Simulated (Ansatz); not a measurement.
H3Si–CH, triplet: reading a ladder of total energies

Geometry: that of the H3Si–CH, singlet, kept fixed.

```xyz
6

Si    0.0000    0.0307    0.5270
C     0.0000   -0.1313   -1.3337
H     0.0000    1.3484    1.2278
H     1.2153   -0.7351    0.9276
H    -1.2153   -0.7351    0.9276
H     0.0000    0.8327   -1.8739
```

Basis cc-pVDZ; Ansatz 0.2.0. Only valence electrons are correlated (noble-gas cores frozen), which leaves 12 electrons in 46 orbitals. Prefix R: restricted or restricted open-shell reference; prefix U: unrestricted.

Full CI isn't at hand for all of this; UCCSDT(Q) serves as the reference, and is uncertain by about the last step of the cluster series.

Runs differ by some tens of microhartree through their thresholds and, for an open shell, their frozen cores, so steps under 0.03 kcal/mol mean nothing.

| level | total energy (hartree) |
| --- | --- |
| UHF | -329.014907 |
| UMP2 | -329.204952 |
| UCCSD | -329.247272 |
| UCCSD(T) | -329.252362 |
| UCCSDT | -329.253415 |
| UCCSDT(Q) | -329.253645 |

**Question.** What is the correlation energy at UCCSDT(Q), and what share of it do UMP2 and UCCSD(T) recover?

**Answer.** E(corr) = -329.253645 − (-329.014907) = -0.238738 hartree = -6.496 eV. UMP2: -0.190045 / -0.238738 = 79.60 %. UCCSD(T): -0.237455 / -0.238738 = 99.46 %.

**Question.** By how many kcal/mol does UCCSD(T) miss UCCSDT(Q) (1 hartree = 627.509 kcal/mol), and which steps make up the rest?

**Answer.** -329.252362 − (-329.253645) = 0.001283 hartree = 0.81 kcal/mol. Steps: UCCSDT − UCCSD(T) = -0.66, UCCSDT(Q) − UCCSDT = -0.14 kcal/mol. Differences between like states or geometries often cancel part of this.
